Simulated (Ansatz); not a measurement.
# H4Si2: the cost of one run

Method: Hartree-Fock, Gaussian basis 6-31g*, and further levels as typed in the inputs, in Ansatz 0.2.0.

### 1 The structure to begin with

Bond lengths: Si1–Si2 2.241 Å, Si1–H3 1.498 Å, Si1–H4 1.485 Å, Si1–H5 1.478 Å, Si2–H6 1.504 Å. Angles: Si1–Si2–H6 112.0°, Si2–Si1–H3 111.6°, Si2–Si1–H4 110.9°, Si2–Si1–H5 110.6°, H3–Si1–H4 107.3°, H3–Si1–H5 108.9°, H4–Si1–H5 107.4°.

As a file:

```xyz
6

Si   -0.6154    0.0520   -0.0033
Si    1.5313    0.6909   -0.0727
H    -0.9417   -0.6474    1.2801
H    -1.5205    1.2243   -0.1092
H    -0.9262   -0.8488   -1.1327
H     2.4702   -0.4803    0.0241
```

### 2 Relaxing the atoms: H4Si2

The input, input.yaml:

```yaml
relax:
  f_tol: 0.001
  max_steps: 200
crystal:
  periodic: [false, false, false]
  atoms:
    - { symbol: Si, position_ang: [-0.6154, 0.05197, -0.00328] }
    - { symbol: Si, position_ang: [1.53129, 0.69091, -0.0727] }
    - { symbol: H, position_ang: [-0.94173, -0.64741, 1.28012] }
    - { symbol: H, position_ang: [-1.52048, 1.22429, -0.10922] }
    - { symbol: H, position_ang: [-0.92621, -0.84878, -1.13274] }
    - { symbol: H, position_ang: [2.47016, -0.48026, 0.02412] }
basis:
  gaussian: { orbitals: "6-31g*" }
hamiltonian:
  xc: hf
```

On the command line:

```sh
$ ansatz run input.yaml --threads 4 --pin off --max-ram 14336MiB --backend cpu --events-out ev --progress --plain --runs-dir out
```

What time and memory should one allow on 4 threads of Intel Xeon Platinum 8488C (Sapphire Rapids), shared host?

About 1.7 s, with a peak of 0.1 GiB.
